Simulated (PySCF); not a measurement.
Spin–spin coupling constants

Geometry:
| atom | x (Å) | y (Å) | z (Å) |
| --- | --- | --- | --- |
| C1 | -1.290 | 0.216 | 0.199 |
| C2 | 0.122 | -0.276 | 0.230 |
| N3 | 0.429 | -1.463 | -0.108 |
| C4 | 1.126 | 0.685 | 0.669 |
| N5 | 1.944 | 1.429 | 1.015 |
| H6 | -1.942 | -0.596 | -0.145 |
| H7 | -1.382 | 1.081 | -0.477 |
| H8 | -1.604 | 0.550 | 1.200 |
| H9 | 1.437 | -1.623 | -0.025 |

Couplings: B3LYP/pcJ-1 in PySCF 2.14.0 with density-fitted response routines, geometry PBE0-D3(BJ)/def2-SVP; gas phase, one conformer, non-relativistic. Couplings are averaged over pairs made equivalent by symmetry, fast rotation or ring inversion, so a value needn't be that of the named pair in this geometry, while other rotamers aren't included; one pair stands for each set, and the list holds those of at least 0.8 Hz over up to four bonds.

Isotopes: ¹³C, ¹H, ¹⁵N.

| pair | bonds | J (Hz) |
| --- | --- | --- |
| C1, C2 | 1 | ? |
| C1, H6 | 1 | 137.8 |
| C2, N3 | 1 | -4.3 |
| C2, C4 | 1 | 72.6 |
| N3, H9 | 1 | -50.5 |
| C4, N5 | 1 | ? |
| C1, N3 | 2 | -11.2 |
| C1, C4 | 2 | ? |
| C2, N5 | 2 | ? |
| C2, H6 | 2 | -7.1 |
| C2, H9 | 2 | -10.5 |
| N3, C4 | 2 | 2.9 |
| H6, H7 | 2 | -16.1 |
| C1, H9 | 3 | 16.6 |
| N3, N5 | 3 | 1.3 |
| N3, H6 | 3 | ? |
| C4, H6 | 3 | 4.3 |
| C4, H9 | 3 | 15.6 |
| H6, H9 | 4 | ? |

Q: Estimate the withheld couplings, with signs.

A: 
- ¹J(C1,C2) = 57.0 Hz (bond length 1.495 Å)
- ¹J(C4,N5) = -17.2 Hz (bond length 1.159 Å)
- ²J(C1,C4) = 12.8 Hz (angle at C2 116°)
- ²J(C2,N5) = 4.2 Hz (angle at C4 179°)
- ³J(N3,H6) = -3.2 Hz
- ⁴J(H6,H9) = -1.6 Hz (mean over equivalent pairs that range from -2.3 to -0.2 Hz in this conformer)
